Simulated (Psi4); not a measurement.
# Si2 (SMILES [Si]=[Si]): U-r2SCAN-3c/def2-mTZVPP (density fitting, scan variable r2)

We compute the energy along one coordinate of Si2. 

Program for the calculation: Psi4 1.11.

## (1) Starting point

Si2 has 2 atoms, charge 0, and is taken as a triplet. As SMILES, `[Si]=[Si]`. The coordinates come from a GFN2-xTB relaxation.

Bond lengths: Si1–Si2 2.174 Å.

## (2) The energy along one coordinate at U-r2SCAN-3c/def2-mTZVPP (density fitting, scan variable r2)

File input.dat:

```
memory 1600 MB

molecule system {
  0 3
  Si
  Si 1 R2

  R2 = 2.17421
  symmetry c1
}

set reference uks

values = [1.739, 1.921, 2.102, 2.283, 2.464, 2.645, 2.826]
energies = []
for x in values:
    system.R2 = x
    energies.append(energy('r2scan-3c'))
    clean()

print_out('        R2   E / Eh          dE / kcal/mol\n')
for x, en in zip(values, energies):
    print_out(f'  {x:8.3f}   {en:14.8f}  {(en - min(energies)) * 627.509474:10.3f}\n')
```

Started as:

```
$ psi4 input.dat output.dat -n 1
```

output.dat:

```text
[...]
  Running in c1 symmetry.
[...]
  Nuclear repulsion =   59.642744848372622
[...]
  Multiplicity = 3
[...]
  Nalpha       = 15
  Nbeta        = 13
[...]
    Number of basis functions: 54
[...]
   @DF-UKS iter   1:  -578.55864966459842    1.08757e-01   8.80180e-03 ADIIS/DIIS
[...]
   @DF-UKS iter   7:  -578.76406651476645   -1.25525e-08   2.45881e-07 DIIS
[...]
   @S^2 Observed:                2.009205723E+00
[...]
    Orbital Energies [Eh]
    ---------------------
    Alpha Occupied:
       1A    -65.898829     2A    -65.898823     3A     -5.247437
       4A     -5.247430     5A     -3.593359     6A     -3.593359
       7A     -3.593354     8A     -3.593354     9A     -3.584979
      10A     -3.584928    11A     -0.456012    12A     -0.386178
      13A     -0.196155    14A     -0.196155    15A     -0.192279
    Alpha Virtual:
      16A     -0.138954    17A     -0.138954    18A     -0.042776
      19A      0.145263    20A      0.182249    21A      0.182249
      22A      0.190346    23A      0.195292    24A      0.195292
      25A      0.196934    26A      0.206341    27A      0.206346
[...]
  @DF-UKS Final Energy:  -578.76406651476645
   => Energetics <=
    Nuclear Repulsion Energy =             36.7016041370559094
    One-Electron Energy =                -874.5318591332468259
    Two-Electron Energy =                 300.5591763175225424
    DFT Exchange-Correlation Energy =     -41.4925279120292743
    Empirical Dispersion Energy =          -0.0004599240689326
    VV10 Nonlocal Energy =                  0.0000000000000000
    Total Energy =                       -578.7640665147664549
[...]
 Multipole Moments:
 ------------------------------------------------------------------------------------
     Multipole            Electronic (a.u.)      Nuclear  (a.u.)        Total (a.u.)
 ------------------------------------------------------------------------------------
 L = 1.  Multiply by 2.5417464519 to convert [e a0] to [Debye]
 Dipole X            :         -0.0000000            0.0000000           -0.0000000
 Dipole Y            :         -0.0000000            0.0000000           -0.0000000
 Dipole Z            :          0.0000676            0.0000000            0.0000676
 Magnitude           :                                                    0.0000676
[...]
```

Run time: 17 s. Hardware: 1 thread of Intel Xeon Platinum 8488C (Sapphire Rapids), shared host; peak memory 0.41 GiB.

The scan, from its lowest point:

```csv
Si2–Si1 (Å),energy (kJ/mol)
1.739,260.3
1.921,69.9
2.102,11.4
2.283,0.0
2.464,18.9
2.645,56.9
2.826,102.6
```
